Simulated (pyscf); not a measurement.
ethane (H₃C–CH₃) + InH [singlet] → H₃C–CH₂–InH₂, an insertion (singlet surface; C–H broken, C–In, H–In formed). Optimised with ωB97X-D3(BJ)/def2-SVP in PySCF. MP2 and CC: frozen core, UHF for open shells. ΔMP2 is the change of the MP2 total energy from the triple- to the quadruple-zeta basis. Energies in kJ/mol from the separated reactants.

AM1 to PM7: differences of heats of formation from MOPAC, which are fitted to 298 K values and so differ in kind from electronic energies by zero-point and thermal terms. 

Task: Quick AM1 single points give ΔE‡ = 165.3 kJ/mol and ΔE = -3.1 kJ/mol. What does CCSD(T)/def2-TZVPP + ΔMP2(QZVPP) give, and how far is the quick result from it?

Result: CCSD(T)/def2-TZVPP + ΔMP2(QZVPP) gives ΔE‡ = 248.6 kJ/mol and ΔE = +39.5 kJ/mol. AM1 lies 83.3 kJ/mol under it in the barrier and 42.6 kJ/mol under it in the reaction energy, so on this step it does not hold to within 12.6 kJ/mol. CCSD(T)/def2-TZVPP + ΔMP2(QZVPP) has limits of its own. On the reactant side the descent ends in a complex (not fully relaxed), 17.4 kJ/mol under the separated species and 283.6 kJ/mol under the saddle at ωB97X-D3(BJ)/def2-TZVP. At ωB97X-D3(BJ)/def2-TZVP the barrier from the zero used here is 266.2 kJ/mol. H₃C–CH₂–InH₂ lies 34.7 kJ/mol over its isomer H₃C–InH–CH₃ (electronic energy, ωB97M-D3(BJ)/def2-TZVP). One saddle was located; it need not be the lowest between these sides. The CCSD(T) − MP2 part came from Ansatz, without density fitting, on the same reference. The frozen core leaves the outer d or s,p core shells of the metals and heavy elements correlated in the MP2 and CC values, and def2-TZVPP describes them poorly, which can shift differences by a few kcal/mol. In the def2 sets elements past Kr carry core potentials, without spin-orbit coupling.
